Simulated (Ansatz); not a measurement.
System: hcp Zn. Method: BLYP (plane waves, PAW; Ansatz, a program for electronic structure).

Numerical settings: plane-wave cutoff 520 eV, 24×24×12 k mesh (along the axes of the cell as run), Fermi–Dirac smearing 0.05 eV, scalar-relativistic PAW data made under PBE.

The cell is scaled about its equilibrium volume:

Shape and atoms are relaxed at each volume.

```tsv
V (Å³/atom)	P (GPa)	c (Å)	a (Å)
17.565	1.17	5.912	2.619
17.931	0.53	6.007	2.625
18.297	0.00	6.106	2.631
18.663	-0.44	6.208	2.635
19.029	-0.80	6.313	2.638
```

Note: the cell is over a tenth larger than the published one: the level's own overestimate first of all, though another phase or state, or a fault of the published cell, is possible; the bulk modulus comes from volumes at which shape and atoms were relaxed.
